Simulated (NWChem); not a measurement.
System: sulfur dioxide (SO2); SMILES S(=O)=O

Program: NWChem. All runs use the structure optimised with PBE0/def2-SVP. Level: PBE0/def2-SVP with SMD (1 M gas to 1 M solution), gas-phase geometry.

Task: What does the run give for solvent water? Quantities: solvation free energy (kcal/mol); cavity-dispersion-structure term (kcal/mol); dipole in solution (D).

Result: 
```yaml
solvation free energy (kcal/mol): -4.0
cavity-dispersion-structure term (kcal/mol): -0.3
dipole in solution (D): 2.17
```
